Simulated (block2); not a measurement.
# CH3BCl (SMILES C[B]Cl): DMRG/ANO-RCC-MB

What is the vertical ionisation energy of CH3BCl at DMRG/ANO-RCC-MB? 

The calculation is run with block2 0.5.4.

4 further runs of the same task are left out: 2 that didn't finish, 2 set aside as unsound or not needed.

## (1) The system as given

CH3BCl: 6 atoms, total charge 0, spin state doublet. SMILES: `C[B]Cl`. Geometry: relaxed at PBE0-D4/def2-TZVP.

Bond lengths: C1–B2 1.544 Å, B2–Cl3 1.727 Å, C1–H4 1.099 Å, C1–H5 1.095 Å, C1–H6 1.091 Å. Angles: C1–B2–Cl3 126.1°, B2–C1–H4 106.5°, B2–C1–H5 113.2°, B2–C1–H6 113.0°, H4–C1–H5 107.2°, H4–C1–H6 106.6°, H5–C1–H6 109.9°.

## (2) The energy at DMRG/ANO-RCC-MB

run_dmrg.py reads:

```python
import numpy as np
from pyscf import cc, dft, gto, lo, mp, scf
from pyblock2._pyscf.ao2mo import integrals as itg
from pyblock2.driver.core import DMRGDriver, SymmetryTypes
from scipy.stats import linregress

mol = gto.M(atom="""
C     -0.289900     0.325200    -0.312400
B      0.195300    -1.059500     0.167700
Cl     1.467800    -1.355700     1.297800
H     -1.073500     0.641700     0.390700
H      0.494200     1.088800    -0.289700
H     -0.752000     0.295400    -1.300400
""", basis="ano-rcc-mb", spin=1, verbose=3, max_memory=2000)
print("basis functions = %d" % (mol.nao))
mf = scf.ROHF(mol)
mf.conv_tol = 1e-10
mf.max_cycle = 200
mf.kernel()
if not mf.converged:
    mf = mf.newton().run(mf.mo_coeff, mf.mo_occ)
print("E(HF) = %.10f" % (mf.e_tot))
ref = scf.UHF(mol).run(mf.make_rdm1(), conv_tol=1e-10)
pt = mp.MP2(ref, frozen=7).run()
mycc = cc.CCSD(ref, frozen=7)
mycc.max_cycle = 150
mycc.kernel()
print("MP2 total energy = %.10f" % (pt.e_tot))
if mycc.converged:
    print(f"E(CCSD) = {mycc.e_tot:.10f}")
    print("CCSD(T) total energy = %.10f" % (mycc.e_tot + mycc.ccsd_t()))
ks = dft.UKS(mol, xc="r2scan").set(conv_tol=1e-9, verbose=3).run(mf.make_rdm1())
if ks.converged:
    print(f"E(r2SCAN) = {ks.e_tot:.8f}")
ks = dft.UKS(mol, xc="hse06").set(conv_tol=1e-9, verbose=3).run(mf.make_rdm1())
if ks.converged:
    print("E(HSE06) = %.8f" % (ks.e_tot))
ks = dft.UKS(mol, xc="pbe").set(conv_tol=1e-9, verbose=3).run(mf.make_rdm1())
if ks.converged:
    print(f"E(PBE) = {ks.e_tot:.8f}")
ks = dft.UKS(mol, xc="tpss").set(conv_tol=1e-9, verbose=3).run(mf.make_rdm1())
if ks.converged:
    print(f"E(TPSS) = {ks.e_tot:.8f}")
mo = mf.mo_coeff.copy()
for a, b in ((7, 15), (16, 22)):
    if b - a > 1:
        mo[:, a:b] = lo.PM(mol, mo[:, a:b]).kernel()
mf.mo_coeff = mo
ncas, n_elec, spin, ecore, h1e, g2e, orb_sym = itg.get_rhf_integrals(mf, ncore=7, ncas=15, pg_symm=False, g2e_symm=1)
driver = DMRGDriver(scratch="./tmp", symm_type=SymmetryTypes.SU2, stack_mem=1500 << 20, n_threads=1)
idx = driver.orbital_reordering(h1e, g2e, method="gaopt")
print("orbital order:", idx.tolist())
h1e = h1e[np.ix_(idx, idx)]
g2e = g2e[np.ix_(idx, idx, idx, idx)]
orb_sym = np.array(orb_sym)[idx]
driver.initialize_system(n_sites=ncas, n_elec=n_elec, spin=spin, orb_sym=orb_sym)
mpo = driver.get_qc_mpo(h1e=h1e, g2e=g2e, ecore=ecore, iprint=0)
occs = np.array([1.8] * 8 + [1.0] * 1 + [0.2] * 6)[idx]
ket = driver.get_random_mps(tag="GS", bond_dim=37, nroots=1, occs=occs)
bond_dims = [37] * 3 + [75] * 2 + [150] * 3
noises = [0.0001] * 3 + [0.0001] * 2 + [1e-05] * 3 + [0]
thrds = [1e-07] * 8
e = driver.dmrg(mpo, ket, n_sweeps=14, tol=1e-06, bond_dims=bond_dims, noises=noises, thrds=thrds, iprint=1)
ms, dws, es = driver.get_dmrg_results()
print("discarded weight = %.3e" % (dws[-1]))
print("total energy = %.10f" % (e))
dm1 = driver.get_1pdm(ket)
print("natural occupations =", np.round(np.linalg.eigvalsh(dm1)[::-1], 5).tolist())
c_act = mf.mo_coeff[:, 7:22][:, idx]
dm_ao = c_act @ dm1 @ c_act.T + 2 * mf.mo_coeff[:, :7] @ mf.mo_coeff[:, :7].T
print("dipole / D =", np.round(scf.hf.dip_moment(mol, dm_ao, verbose=0), 4).tolist())
print(f"largest bipartite entropy = {max(driver.get_bipartite_entanglement(ket)):.4f}")
csf, coef = driver.get_csf_coefficients(ket, cutoff=0.1, iprint=1)
print(f"leading coefficient squared = {np.max(np.abs(coef)) ** 2:.4f}")
ket = driver.adjust_mps(ket, dot=2)[0]
back = [135, 112, 90, 67]
driver.dmrg(mpo, ket, n_sweeps=4 * len(back), tol=0, bond_dims=[m for m in back for _ in range(4)], noises=[0] * (4 * len(back)), thrds=[1e-9] * (4 * len(back)), iprint=1)
ms, dws, es = driver.get_dmrg_results()
ms, dws, es = ms[3::4], dws[3::4], np.array(es)[3::4, 0]
fit = linregress(dws, es)
print("M values =", np.round(ms, 1).tolist())
print("DW(M) =", np.round(dws, 12).tolist())
print("E(M) =", np.round(es, 9).tolist())
print("extrapolated energy = %.8f" % (fit.intercept))
print("error estimate = %.3e" % (abs(fit.intercept - es.min()) / 5))
```

Command:

```
$ python run_dmrg.py
```

Output:

```text
basis functions = 22
converged SCF energy = -523.277118820068
E(HF) = -523.2771188201
converged SCF energy = -523.277564159836  <S^2> = 0.75236954  2S+1 = 2.0023681
E(UMP2) = -523.356283754453  E_corr = -0.0787195946176573
E(SCS-UMP2) = -523.362168922439  E_corr = -0.0846047626034152
E(UCCSD) = -523.3810280403026  E_corr = -0.1034638804669638
MP2 total energy = -523.3562837545
E(CCSD) = -523.3810280403
UCCSD(T) correction = -0.00183216754409696
CCSD(T) total energy = -523.3828602078
converged SCF energy = -524.371815533421  <S^2> = 0.75226404  2S+1 = 2.0022628
E(r2SCAN) = -524.37181553
converged SCF energy = -524.23176995135  <S^2> = 0.75164438  2S+1 = 2.0016437
E(HSE06) = -524.23176995
converged SCF energy = -524.157274048221  <S^2> = 0.75183668  2S+1 = 2.0018358
E(PBE) = -524.15727405
converged SCF energy = -524.476204635925  <S^2> = 0.7520354  2S+1 = 2.0020344
E(TPSS) = -524.47620464
orbital order: [13, 7, 11, 3, 12, 4, 1, 14, 8, 9, 10, 0, 6, 2, 5]

Sweep =    0 | Direction =  forward | Bond dimension =   37 | Noise =  1.00e-04 | Dav threshold =  1.00e-07
Time elapsed =      0.790 | E =    -523.3739032569 | DW = 1.11890e-05

Sweep =    1 | Direction = backward | Bond dimension =   37 | Noise =  1.00e-04 | Dav threshold =  1.00e-07
Time elapsed =      1.531 | E =    -523.3810586981 | DE = -7.16e-03 | DW = 1.55074e-04

Sweep =    2 | Direction =  forward | Bond dimension =   37 | Noise =  1.00e-04 | Dav threshold =  1.00e-07
Time elapsed =      2.372 | E =    -523.3815188513 | DE = -4.60e-04 | DW = 1.74112e-04

Sweep =    3 | Direction = backward | Bond dimension =   75 | Noise =  1.00e-04 | Dav threshold =  1.00e-07
Time elapsed =      3.821 | E =    -523.3827525819 | DE = -1.23e-03 | DW = 1.82165e-05

Sweep =    4 | Direction =  forward | Bond dimension =   75 | Noise =  1.00e-04 | Dav threshold =  1.00e-07
Time elapsed =      5.487 | E =    -523.3830139341 | DE = -2.61e-04 | DW = 2.62809e-05

Sweep =    5 | Direction = backward | Bond dimension =  150 | Noise =  1.00e-05 | Dav threshold =  1.00e-07
Time elapsed =      8.555 | E =    -523.3832542428 | DE = -2.40e-04 | DW = 2.54649e-06

Sweep =    6 | Direction =  forward | Bond dimension =  150 | Noise =  1.00e-05 | Dav threshold =  1.00e-07
Time elapsed =     12.549 | E =    -523.3832729146 | DE = -1.87e-05 | DW = 4.73671e-06

Sweep =    7 | Direction = backward | Bond dimension =  150 | Noise =  1.00e-05 | Dav threshold =  1.00e-07
Time elapsed =     16.647 | E =    -523.3832869031 | DE = -1.40e-05 | DW = 5.87515e-06

Sweep =    8 | Direction =  forward | Bond dimension =  150 | Noise =  0.00e+00 | Dav threshold =  1.00e-07
Time elapsed =     20.488 | E =    -523.3832870026 | DE = -9.95e-08 | DW = 5.14694e-06

discarded weight = 5.147e-06
total energy = -523.3832870026
natural occupations = [1.99932, 1.9951, 1.98474, 1.98351, 1.97972, 1.97534, 1.97411, 1.97271, 1.00056, 0.02935, 0.02478, 0.02208, 0.02104, 0.02051, 0.01714]
dipole / D = [-0.7292, 0.9114, -0.5278]
largest bipartite entropy = 0.1936
mps center changed (temporarily)
DTRIE T =      0.002
Number of CSF =          1 (cutoff =       0.1)
Sum of weights of included CSF =    0.926565654070744

CSF          0 02020220-002222  =   -0.962582803747680
leading coefficient squared = 0.9266

Sweep =    0 | Direction = backward | Bond dimension =  135 | Noise =  0.00e+00 | Dav threshold =  1.00e-09
Time elapsed =      3.794 | E =    -523.3832780667 | DW = 7.13835e-06

Sweep =    1 | Direction =  forward | Bond dimension =  135 | Noise =  0.00e+00 | Dav threshold =  1.00e-09
Time elapsed =      7.014 | E =    -523.3832755324 | DE = 2.53e-06 | DW = 6.83565e-06

Sweep =    2 | Direction = backward | Bond dimension =  135 | Noise =  0.00e+00 | Dav threshold =  1.00e-09
Time elapsed =     10.426 | E =    -523.3832754579 | DE = 7.46e-08 | DW = 6.65519e-06

Sweep =    3 | Direction =  forward | Bond dimension =  135 | Noise =  0.00e+00 | Dav threshold =  1.00e-09
Time elapsed =     14.031 | E =    -523.3832754544 | DE = 3.49e-09 | DW = 6.65280e-06

Sweep =    4 | Direction = backward | Bond dimension =  112 | Noise =  0.00e+00 | Dav threshold =  1.00e-09
Time elapsed =     16.908 | E =    -523.3832572206 | DE = 1.82e-05 | DW = 1.13521e-05

Sweep =    5 | Direction =  forward | Bond dimension =  112 | Noise =  0.00e+00 | Dav threshold =  1.00e-09
Time elapsed =     19.399 | E =    -523.3832425347 | DE = 1.47e-05 | DW = 1.07708e-05

Sweep =    6 | Direction = backward | Bond dimension =  112 | Noise =  0.00e+00 | Dav threshold =  1.00e-09
Time elapsed =     22.207 | E =    -523.3832415614 | DE = 9.73e-07 | DW = 1.00320e-05

Sweep =    7 | Direction =  forward | Bond dimension =  112 | Noise =  0.00e+00 | Dav threshold =  1.00e-09
Time elapsed =     24.664 | E =    -523.3832415284 | DE = 3.30e-08 | DW = 1.00106e-05

Sweep =    8 | Direction = backward | Bond dimension =   90 | Noise =  0.00e+00 | Dav threshold =  1.00e-09
Time elapsed =     26.727 | E =    -523.3832122266 | DE = 2.93e-05 | DW = 1.91675e-05

Sweep =    9 | Direction =  forward | Bond dimension =   90 | Noise =  0.00e+00 | Dav threshold =  1.00e-09
Time elapsed =     28.504 | E =    -523.3831789721 | DE = 3.33e-05 | DW = 1.70497e-05

Sweep =   10 | Direction = backward | Bond dimension =   90 | Noise =  0.00e+00 | Dav threshold =  1.00e-09
Time elapsed =     30.259 | E =    -523.3831783001 | DE = 6.72e-07 | DW = 1.57033e-05

Sweep =   11 | Direction =  forward | Bond dimension =   90 | Noise =  0.00e+00 | Dav threshold =  1.00e-09
Time elapsed =     32.033 | E =    -523.3831782507 | DE = 4.94e-08 | DW = 1.56773e-05

Sweep =   12 | Direction = backward | Bond dimension =   67 | Noise =  0.00e+00 | Dav threshold =  1.00e-09
Time elapsed =     33.518 | E =    -523.3831336057 | DE = 4.46e-05 | DW = 3.81933e-05

Sweep =   13 | Direction =  forward | Bond dimension =   67 | Noise =  0.00e+00 | Dav threshold =  1.00e-09
Time elapsed =     35.751 | E =    -523.3830422604 | DE = 9.13e-05 | DW = 3.41640e-05

Sweep =   14 | Direction = backward | Bond dimension =   67 | Noise =  0.00e+00 | Dav threshold =  1.00e-09
Time elapsed =     37.982 | E =    -523.3830431299 | DE = -8.70e-07 | DW = 3.28215e-05

Sweep =   15 | Direction =  forward | Bond dimension =   67 | Noise =  0.00e+00 | Dav threshold =  1.00e-09
Time elapsed =     39.573 | E =    -523.3830431003 | DE = 2.97e-08 | DW = 3.28030e-05

M values = [135, 112, 90, 67]
DW(M) = [6.652802e-06, 1.0010598e-05, 1.5677325e-05, 3.2802965e-05]
E(M) = [-523.383275454, -523.383241528, -523.383178251, -523.3830431]
extrapolated energy = -523.38332784
error estimate = 1.048e-05
```

It took 98 s on 1 thread of Intel Xeon Platinum 8488C (Sapphire Rapids), shared host; peak memory 0.45 GiB.

(Part 1 of 2 ends here.)
